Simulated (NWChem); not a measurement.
System: Si, triplet

Input file for NWChem:

```
start job
memory heap 200 mb stack 900 mb global 1100 mb
geometry units angstroms noautoz
  Si     0.000000     0.000000     0.000000
end
basis spherical
  Si library cc-pvdz
end
dft
  odft
  mult 3
  xc xtpss03 ctpss03
  iterations 150
  mulliken
end
task dft energy
```

The open p shell is one determinant without spherical averaging. No stability test was run on the SCF state.

### Question
What results follow from this input? (TPSS/cc-pVDZ, spin-unrestricted.) Quantities: basis functions; energy (Ha); highest occupied level (eV); lowest empty minus highest occupied level, either spin (eV); <S²>.

### Answer
The number of basis functions comes out as 18 and the energy (Ha) comes out as -289.39. The highest occupied level (eV) comes out as -4.66. The lowest empty minus highest occupied level, either spin (eV) is 0.51 and the <S²> is 2.00.
